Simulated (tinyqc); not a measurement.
Extended Hueckel theory, for HF, step by step. Computed by tinyqc, a small Python program that keeps every step (integrals from PySCF). Settings: charge = 0, K = 1.75, weighted = 1, multiplicity = 1. Command: `OMP_NUM_THREADS=1 python tinyqc.py 26832 26833 out.jsonl` (the two numbers bound the seeds that draw the settings). One thread of a shared host (Intel(R) Xeon(R) Processor @ 2.60GHz), about 0.01 s of CPU time with the checks.

## Overlaps

Geometry (angstrom):
```
atom,x,y,z
F,0.000000,0.000000,0.000000
H,0.000000,0.000000,1.029000
```

Parameters chosen for this run:
```
element,shell,Slater exponent,H_ii (eV)
F,2s,2.425000,-40.000000
F,2p,2.425000,-18.100000
H,1s,1.300000,-13.600000
```

Slater orbitals, each expanded in six Gaussians scaled to its exponent.

overlap S, lower triangle:
```
,1F 2s,1F 2px,1F 2py,1F 2pz,2H 1s
1F 2s,1.000000
1F 2px,0.000000,1.000000
1F 2py,0.000000,0.000000,1.000000
1F 2pz,0.000000,0.000000,0.000000,1.000000
2H 1s,0.389916,0.000000,0.000000,0.335040,1.000000
```

## Wolfsberg-Helmholz matrix

diagonal H_ii (eV): 1F 2s -40.000000, 1F 2px -18.100000, 1F 2py -18.100000, 1F 2pz -18.100000, 2H 1s -13.600000

K = 1.750000

H_ij = K' S_ij (H_ii + H_jj)/2 for i != j (the diagonal keeps H_ii), with K' = K + D^2 + D^4 (1 - K), D = (H_ii - H_jj)/(H_ii + H_jj), K = 1.75.

H (eV), lower triangle:
```
,1F 2s,1F 2px,1F 2py,1F 2pz,2H 1s
1F 2s,-40.000000
1F 2px,0.000000,-18.100000
1F 2py,0.000000,0.000000,-18.100000
1F 2pz,0.000000,0.000000,0.000000,-18.100000
2H 1s,-20.360855,0.000000,0.000000,-9.398574,-13.600000
```

## Orbitals

valence electrons = 8

Solve H C = S C e through S^(-1/2); fill by pairs from the bottom, a degenerate level sharing its electrons equally; each orbital has its largest coefficient positive (the first on a tie).

orbital energies (eV): -40.757654  -18.822753  -18.100000  -18.100000  2.109329

occupations: 2.000000  2.000000  2.000000  2.000000  0.000000

coefficients:
```
,MO1,MO2,MO3,MO4,MO5
1F 2s,0.929135,-0.130886,0.000000,0.000000,-0.571161
1F 2px,0.000000,0.000000,-0.580227,0.814455,0.000000
1F 2py,0.000000,0.000000,0.814455,0.580227,0.000000
1F 2pz,-0.029596,0.910706,0.000000,0.000000,-0.567727
2H 1s,0.157529,0.212863,0.000000,0.000000,1.135385
```

sum of one-electron energies = -191.560813 eV

Within a degenerate level the vectors are fixed only up to a rotation; this is one choice.

## Mulliken analysis

P = C n C^T; charge = valence electrons (F 7, H 1) minus the sum of (P S)_ii on the atom; overlap population = 2 sum P_ij S_ij between two atoms.

charges: 1F -0.640559, 2H 0.640559

Overlap populations:
```
pair,value
2-1,0.438377
```
